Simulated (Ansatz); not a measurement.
Reaction (formal hydrolysis of a C–C bond): `CC(Cl)CCl` + H₂O → `CC(O)Cl` + `CCl`

Calculated with Ansatz (gas phase, PBE0-D4/def2-TZVP geometries, no zero-point term in ΔE). CBS: MP2 limit from def2 TZ/QZ plus the TZ coupled-cluster correction, frozen cores. This one scheme is used for every species. DFT in def2-TZVPP. One conformer a species, not always the lowest.

| level | ΔE (eV) |
| --- | --- |
| r2SCANh-D4 | 0.31 |
| CAM-B3LYP-D4 | 0.29 |
| B2PLYP | 0.31 |
| MP2/def2-TZVPP | 0.50 |

Q: What does CCSD(T)/CBS give? (Estimate.)

A: Computed: +0.46 eV. The listed levels differ from it by -0.15, -0.17, -0.15, 0.04 eV.

Largest T1 diagnostic among the species: 0.010.

From PBE to PBE0 (25 % exact exchange), in def2-TZVPP and without D4, ΔE moves by +0.05 eV. The D4 term adds +0.10 eV with B3LYP and +0.06 eV with PBE0; it sums over pairs of atoms, weighted by their polarisabilities, and B3LYP, whose exchange is more repulsive, gets the larger term.

B3LYP here is the variant with VWN-RPA as its local correlation; programs differ in this.
